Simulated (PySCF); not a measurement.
# AlH3: the cost of one run

Computed with PySCF 2.14.0. Level: levels as typed in each script, gas phase, geometry from GFN2-xTB.

## (1) Starting geometry

SMILES `[AlH3]`, 4 atoms, charge 0, spin multiplicity 1.

Bond lengths: Al1–H2 1.553 Å, Al1–H3 1.553 Å, Al1–H4 1.553 Å. Angles: H2–Al1–H3 120.0°, H2–Al1–H4 120.0°, H3–Al1–H4 120.0°.

Geometry (Å):

```
Al    0.00000    0.00000    0.00000
H    -1.05770    1.13716    0.00000
H    -0.45597   -1.48457    0.00000
H     1.51364    0.34741    0.00000
```

## (2) Density, bond paths and surface potential (B3LYP/def2-svpd)

File input.py:

```python
import numpy as np
from pyscf import gto, scf, dft
from pyscf.scf import atom_ks, atom_hf
from scipy.linalg import block_diag

def solve(mol, dm0=None, hcore=None):
    mf = (dft.UKS if mol.spin else dft.RKS)(mol, xc='b3lyp')
    mf.grids.level = 3
    mf = mf.density_fit(auxbasis='def2-universal-jkfit')
    mf.conv_tol, mf.max_cycle = 1e-8, 80
    if hcore is not None:
        mf.get_hcore = lambda *args: hcore
    mf.kernel(dm0)
    if not mf.converged:
        mf = mf.newton().run(mf.mo_coeff, mf.mo_occ, max_cycle=30)
    assert mf.converged, 'SCF not converged'
    return mf

mol = gto.M(atom='''
Al     0.00000     0.00000     0.00000
H     -1.05770     1.13716     0.00000
H     -0.45597    -1.48457     0.00000
H      1.51364     0.34741     0.00000
''', basis='def2-svpd', charge=0, spin=0, verbose=4)
mf = solve(mol)
mf.analyze()
# spherically averaged free atoms, for the promolecule
atm = atom_ks.get_atm_nrks(mol, xc='b3lyp')
pro = block_diag(*[(atm[a[0]][2] * atm[a[0]][3]) @ atm[a[0]][2].T for a in mol._atom])
np.savez('result.npz', e=mf.e_tot, c=mf.mo_coeff, occ=mf.mo_occ, eps=mf.mo_energy, pro=pro, dip=mf.dip_moment(verbose=0), s2=mf.spin_square()[0])
```

Run with:

```sh
OMP_NUM_THREADS=1 python input.py
```

Q: Estimate wall time and peak memory on 1 thread of Arm Neoverse V2, shared host.

About 2 s, with a peak of 0.2 GiB.
